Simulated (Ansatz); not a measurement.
C₂H₂FNO, SMILES `N=C=C(O)F` at its PBE0-D4/def2-TZVP geometry, where that method's forces vanish. The species carries charge 0 and has multiplicity 1.

```xyz
7

N     1.8918    0.2833   -0.2550
C     0.7078   -0.0141   -0.1526
C    -0.5373   -0.3193    0.1090
O    -1.5297    0.5789    0.2156
F    -0.9243   -1.6047    0.1649
H     2.2032    0.4298   -1.2182
H    -1.8115    0.6462    1.1363
```

(1) What forces (eV/Å) does PBE-D4/def2-TZVPP give on these atoms in the Gaussian-basis code of Ansatz? (Estimate.)

## Answers

(1) Computed: 
```
N1   0.796  0.154  0.233
C2  -0.263 -0.041 -0.064
C3   0.025  0.181  0.080
O4  -0.342  0.428 -0.396
F5  -0.236 -0.868  0.032
H6   0.170  0.082 -0.342
H7  -0.151  0.064  0.457
```
